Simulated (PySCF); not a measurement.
PySCF input (BP86/def2-TZVPD):

```python
from pyscf import gto, scf, dft

mol = gto.M(
    atom='''
    C     0.66635149   -0.08229039    0.02948477
    C    -0.57464739    0.07096549   -0.02542704
    H     1.73846136   -0.21468951    0.07692356
    H    -1.02215701    1.01799782   -0.36525859
    H    -1.26652897   -0.73535889    0.26398866
    ''',
    basis='def2-tzvpd',
    charge=1,
    spin=0,
    verbose=4,
)

mf = dft.RKS(mol, xc='bp86').density_fit(auxbasis='def2-universal-jkfit')
mf.grids.level = 3
mf.conv_tol = 1e-9
mf.max_cycle = 100
mf.max_memory = 1500
mf.kernel()
if not mf.converged:
    mf = mf.newton()
    mf.kernel(mf.make_rdm1())
mf.analyze()
```

Output:

```
PySCF version 2.14.0

[INPUT] verbose = 4
[INPUT] num. atoms = 5
[INPUT] num. electrons = 14
[INPUT] charge = 1
[INPUT] spin (= nelec alpha-beta = 2S) = 0
[INPUT] symmetry False subgroup None
[INPUT] Mole.unit = angstrom
[INPUT] Symbol           X                Y                Z      unit          X                Y                Z       unit  Magmom
[INPUT]  1 C      0.666351490000  -0.082290390000   0.029484770000 AA    1.259221818796  -0.155506299784   0.055718140146 Bohr   0.0
[INPUT]  2 C     -0.574647390000   0.070965490000  -0.025427040000 AA   -1.085926185296   0.134105340396  -0.048050141758 Bohr   0.0
[INPUT]  3 H      1.738461360000  -0.214689510000   0.076923560000 AA    3.285215848539  -0.405704375717   0.145364460927 Bohr   0.0
[INPUT]  4 H     -1.022157010000   1.017997820000  -0.365258590000 AA   -1.931596805204   1.923737075204  -0.690238699745 Bohr   0.0
[INPUT]  5 H     -1.266528970000  -0.735358890000   0.263988660000 AA   -2.393392882127  -1.389626905364   0.498866267391 Bohr   0.0

nuclear repulsion = 29.0045074918271
number of shells = 41
number of NR pGTOs = 137
number of NR cGTOs = 101
basis = def2-tzvpd
ecp = {}

******** <class 'pyscf.df.df_jk.DFRKS'> ********
method = DFRKS
initial guess = minao
damping factor = 0
level_shift factor = 0
DIIS = <class 'pyscf.scf.diis.CDIIS'>
diis_start_cycle = 1
diis_space = 8
diis_damp = 0
SCF conv_tol = 1e-09
SCF conv_tol_grad = None
SCF max_cycles = 100
direct_scf = False
XC library pyscf.dft.libxc version 7.1.2
    S. Lehtola, C. Steigemann, M. J. T. Oliveira, and M. A. L. Marques,  SoftwareX 7, 1–5 (2018)
XC functionals = bp86
    A. D. Becke,  Phys. Rev. A 38, 3098 (1988)
    J. P. Perdew,  Phys. Rev. B 33, 8822 (1986)
    J. P. Perdew,  Phys. Rev. B 34, 7406–7406 (1986)
radial grids:
    Treutler-Ahlrichs [JCP 102, 346 (1995); DOI:10.1063/1.469408] (M4) radial grids

becke partition: Becke, JCP 88, 2547 (1988); DOI:10.1063/1.454033
pruning grids: <function nwchem_prune>
grids dens level: 3
symmetrized grids: False
atomic radii adjust function: <function treutler_atomic_radii_adjust>
small_rho_cutoff = 0
Set gradient conv threshold to 3.16228e-05
Initial guess from minao.
tot grids = 57664
init E= -77.9918202076278
  HOMO = -0.340878011920758  LUMO = -0.19073024701898  gap/eV = 4.08573
cycle= 1 E= -77.5780204766099  delta_E= 0.414  |g|= 0.346  |ddm|= 1.94
  HOMO = -0.591981503170629  LUMO = -0.486860903798057  gap/eV = 2.86048
cycle= 2 E= -77.3832999560868  delta_E= 0.195  |g|= 0.914  |ddm|= 0.752
  HOMO = -0.570002273346507  LUMO = -0.450619742194394  gap/eV = 3.24856
cycle= 3 E= -77.6052957143805  delta_E= -0.222  |g|= 0.0977  |ddm|= 0.523
  HOMO = -0.583255626062108  LUMO = -0.460114636991264  gap/eV = 3.35084
cycle= 4 E= -77.6079884725313  delta_E= -0.00269  |g|= 0.0317  |ddm|= 0.126
  HOMO = -0.575876634316629  LUMO = -0.453772057966638  gap/eV = 3.32263
cycle= 5 E= -77.6082736171566  delta_E= -0.000285  |g|= 0.00541  |ddm|= 0.0316
  HOMO = -0.576459496338387  LUMO = -0.454282113110843  gap/eV = 3.32462
cycle= 6 E= -77.6082823983583  delta_E= -8.78e-06  |g|= 0.000358  |ddm|= 0.00672
  HOMO = -0.576428623316392  LUMO = -0.454264893725629  gap/eV = 3.32424
cycle= 7 E= -77.6082824290555  delta_E= -3.07e-08  |g|= 2.79e-05  |ddm|= 0.00048
  HOMO = -0.576425256983963  LUMO = -0.454260340607863  gap/eV = 3.32428
cycle= 8 E= -77.6082824315245  delta_E= -2.47e-09  |g|= 7.83e-06  |ddm|= 6.69e-05
  HOMO = -0.576424423989195  LUMO = -0.45425937768999  gap/eV = 3.32428
cycle= 9 E= -77.6082824315474  delta_E= -2.29e-11  |g|= 7.16e-07  |ddm|= 9.2e-06
  HOMO = -0.576424362567654  LUMO = -0.454259433785978  gap/eV = 3.32428
Extra cycle  E= -77.6082824315469  delta_E= 4.83e-13  |g|= 1.72e-06  |ddm|= 1.66e-06
converged SCF energy = -77.6082824315469
**** SCF Summaries ****
Total Energy =                         -77.608282431546940
Nuclear Repulsion Energy =              29.004507491827130
One-electron Energy =                 -156.124622785210789
Two-electron Energy =                   49.511832861836723
Two-electron Coulomb Energy =           61.080311285946500
DFT Exchange-Correlation Energy =      -11.568478424109777
HOMO-LUMO gap [eV] =                     3.324277035183974
**** MO energy ****
MO #1   energy= -10.2959313312247  occ= 2
MO #2   energy= -10.2166220153094  occ= 2
MO #3   energy= -1.02948358537595  occ= 2
MO #4   energy= -0.831591520180591 occ= 2
MO #5   energy= -0.731748064458077 occ= 2
MO #6   energy= -0.708895214783249 occ= 2
MO #7   energy= -0.576424362567654 occ= 2
MO #8   energy= -0.454259433785978 occ= 0
MO #9   energy= -0.320499913898619 occ= 0
MO #10  energy= -0.194921847848519 occ= 0
MO #11  energy= -0.173747096615034 occ= 0
MO #12  energy= -0.127217729521453 occ= 0
MO #13  energy= -0.119691226541087 occ= 0
MO #14  energy= -0.0969172582161661 occ= 0
MO #15  energy= -0.0669238730864572 occ= 0
MO #16  energy= -0.0536354630922342 occ= 0
MO #17  energy= -0.0389259834108883 occ= 0
MO #18  energy= -0.032145787756303 occ= 0
MO #19  energy= -0.00266465124643832 occ= 0
MO #20  energy= 0.00546647233527212 occ= 0
MO #21  energy= 0.0233171193706225 occ= 0
MO #22  energy= 0.0506185565658775 occ= 0
MO #23  energy= 0.0636116987850079 occ= 0
MO #24  energy= 0.0705546586269499 occ= 0
MO #25  energy= 0.0754716073520422 occ= 0
MO #26  energy= 0.0810511887800611 occ= 0
MO #27  energy= 0.0847348015967246 occ= 0
MO #28  energy= 0.124143614403046  occ= 0
MO #29  energy= 0.167131466407077  occ= 0
MO #30  energy= 0.176055868331664  occ= 0
MO #31  energy= 0.178022755251689  occ= 0
MO #32  energy= 0.206037806939908  occ= 0
MO #33  energy= 0.20705024017818   occ= 0
MO #34  energy= 0.223110341124117  occ= 0
MO #35  energy= 0.232918480599955  occ= 0
MO #36  energy= 0.266139121373921  occ= 0
MO #37  energy= 0.305994272887961  occ= 0
MO #38  energy= 0.329667699190055  occ= 0
MO #39  energy= 0.346766363817021  occ= 0
MO #40  energy= 0.376773400605753  occ= 0
MO #41  energy= 0.401491404138746  occ= 0
MO #42  energy= 0.43503306190891   occ= 0
MO #43  energy= 0.446285256621069  occ= 0
MO #44  energy= 0.464429429223492  occ= 0
MO #45  energy= 0.466990199672046  occ= 0
MO #46  energy= 0.522884255408378  occ= 0
MO #47  energy= 0.553009900558294  occ= 0
MO #48  energy= 0.558210583902228  occ= 0
MO #49  energy= 0.65205031509138   occ= 0
MO #50  energy= 0.73602567560542   occ= 0
MO #51  energy= 0.745877450582233  occ= 0
MO #52  energy= 0.796938350107433  occ= 0
MO #53  energy= 0.815589261928764  occ= 0
MO #54  energy= 0.895914394714158  occ= 0
MO #55  energy= 1.09893141764972   occ= 0
MO #56  energy= 1.18164454157761   occ= 0
MO #57  energy= 1.2807684065927    occ= 0
MO #58  energy= 1.39913887165245   occ= 0
MO #59  energy= 1.4130391493262    occ= 0
MO #60  energy= 1.45531190123719   occ= 0
MO #61  energy= 1.45587117221702   occ= 0
MO #62  energy= 1.53835474401039   occ= 0
MO #63  energy= 1.54255858850453   occ= 0
MO #64  energy= 1.58175133521446   occ= 0
MO #65  energy= 1.59989500890607   occ= 0
MO #66  energy= 1.65395772223738   occ= 0
MO #67  energy= 1.79395103206596   occ= 0
MO #68  energy= 1.93226122676808   occ= 0
MO #69  energy= 1.98507974021159   occ= 0
MO #70  energy= 2.04512728438488   occ= 0
MO #71  energy= 2.18402648146208   occ= 0
MO #72  energy= 2.22851707671171   occ= 0
MO #73  energy= 2.26550541518095   occ= 0
MO #74  energy= 2.30674844289459   occ= 0
MO #75  energy= 2.33874790974847   occ= 0
MO #76  energy= 2.36557353593211   occ= 0
MO #77  energy= 2.37845132647591   occ= 0
MO #78  energy= 2.39688269277891   occ= 0
MO #79  energy= 2.58249189298101   occ= 0
MO #80  energy= 2.61534543974243   occ= 0
MO #81  energy= 2.63848120368753   occ= 0
MO #82  energy= 2.67065949691195   occ= 0
MO #83  energy= 2.71163025831333   occ= 0
MO #84  energy= 2.75717078036414   occ= 0
MO #85  energy= 2.81016452858357   occ= 0
MO #86  energy= 2.85387856174548   occ= 0
MO #87  energy= 2.88458537652118   occ= 0
MO #88  energy= 2.88812059409372   occ= 0
MO #89  energy= 3.24887593654764   occ= 0
MO #90  energy= 3.27763947121825   occ= 0
MO #91  energy= 3.35968528314263   occ= 0
MO #92  energy= 3.3856824940625    occ= 0
MO #93  energy= 3.54798894531066   occ= 0
MO #94  energy= 3.79476716510079   occ= 0
MO #95  energy= 4.18795881361109   occ= 0
MO #96  energy= 4.21204039649242   occ= 0
MO #97  energy= 4.25519325374039   occ= 0
MO #98  energy= 4.36658109116752   occ= 0
MO #99  energy= 4.78972438499681   occ= 0
MO #100 energy= 21.6593291394219   occ= 0
MO #101 energy= 22.1452076899231   occ= 0
 ** Mulliken pop on meta-lowdin orthogonal AOs  **
 ** Mulliken pop  **
pop of  0 C 1s            1.99987
pop of  0 C 2s            1.09796
pop of  0 C 3s            0.00738
pop of  0 C 4s            0.00131
pop of  0 C 5s            0.00056
pop of  0 C 6s            0.00020
pop of  0 C 2px           1.17364
pop of  0 C 2py           0.38167
pop of  0 C 2pz           0.99510
pop of  0 C 3px           0.00750
pop of  0 C 3py           0.00498
pop of  0 C 3pz           0.00221
pop of  0 C 4px           0.00187
pop of  0 C 4py           0.00008
pop of  0 C 4pz           0.00001
pop of  0 C 3dxy          0.00027
pop of  0 C 3dyz          0.00004
pop of  0 C 3dz^2         0.00137
pop of  0 C 3dxz          0.00058
pop of  0 C 3dx2-y2       0.00260
pop of  0 C 4dxy          0.00052
pop of  0 C 4dyz          0.00001
pop of  0 C 4dz^2         0.00011
pop of  0 C 4dxz          0.00030
pop of  0 C 4dx2-y2       0.00025
pop of  0 C 5dxy          0.00034
pop of  0 C 5dyz          0.00001
pop of  0 C 5dz^2         0.00032
pop of  0 C 5dxz          0.00011
pop of  0 C 5dx2-y2       0.00073
pop of  0 C 4f-3          0.00039
pop of  0 C 4f-2          0.00003
pop of  0 C 4f-1          0.00005
pop of  0 C 4f+0          0.00026
pop of  0 C 4f+1          0.00163
pop of  0 C 4f+2          0.00030
pop of  0 C 4f+3          0.00208
pop of  1 C 1s            1.99985
pop of  1 C 2s            1.00909
pop of  1 C 3s            0.00578
pop of  1 C 4s            0.00193
pop of  1 C 5s            0.00049
pop of  1 C 6s            0.00017
pop of  1 C 2px           1.08556
pop of  1 C 2py           1.09402
pop of  1 C 2pz           0.93091
pop of  1 C 3px           0.00778
pop of  1 C 3py           0.00494
pop of  1 C 3pz           0.00150
pop of  1 C 4px           0.00218
pop of  1 C 4py           0.00107
pop of  1 C 4pz           0.00016
pop of  1 C 3dxy          0.00057
pop of  1 C 3dyz          0.00102
pop of  1 C 3dz^2         0.00237
pop of  1 C 3dxz          0.00084
pop of  1 C 3dx2-y2       0.00303
pop of  1 C 4dxy          0.00009
pop of  1 C 4dyz          0.00004
pop of  1 C 4dz^2         0.00015
pop of  1 C 4dxz          0.00029
pop of  1 C 4dx2-y2       0.00023
pop of  1 C 5dxy          0.00011
pop of  1 C 5dyz          0.00013
pop of  1 C 5dz^2         0.00029
pop of  1 C 5dxz          0.00013
pop of  1 C 5dx2-y2       0.00053
pop of  1 C 4f-3          0.00046
pop of  1 C 4f-2          0.00037
pop of  1 C 4f-1          0.00048
pop of  1 C 4f+0          0.00070
pop of  1 C 4f+1          0.00056
pop of  1 C 4f+2          0.00016
pop of  1 C 4f+3          0.00111
pop of  2 H 1s            0.70980
pop of  2 H 2s            0.01110
pop of  2 H 3s            0.00608
pop of  2 H 2px           0.00134
pop of  2 H 2py           0.00019
pop of  2 H 2pz           0.00003
pop of  2 H 3px           0.00126
pop of  2 H 3py           0.00077
pop of  2 H 3pz           0.00054
pop of  3 H 1s            0.69336
pop of  3 H 2s            0.00877
pop of  3 H 3s            0.00437
pop of  3 H 2px           0.00126
pop of  3 H 2py           0.00090
pop of  3 H 2pz           0.00012
pop of  3 H 3px           0.00160
pop of  3 H 3py           0.00077
pop of  3 H 3pz           0.00042
pop of  4 H 1s            0.69336
pop of  4 H 2s            0.00877
pop of  4 H 3s            0.00437
pop of  4 H 2px           0.00147
pop of  4 H 2py           0.00072
pop of  4 H 2pz           0.00010
pop of  4 H 3px           0.00135
pop of  4 H 3py           0.00100
pop of  4 H 3pz           0.00044
 ** Mulliken atomic charges  **
charge of    0C =      0.31335
charge of    1C =     -0.15910
charge of    2H =      0.26889
charge of    3H =      0.28843
charge of    4H =      0.28843

WARN: System has nonzero charge 1; the dipole moment is origin-dependent.
Location of origin: [0. 0. 0.]

Dipole moment(X, Y, Z, Debye):  0.45626, -0.05634,  0.02019
```
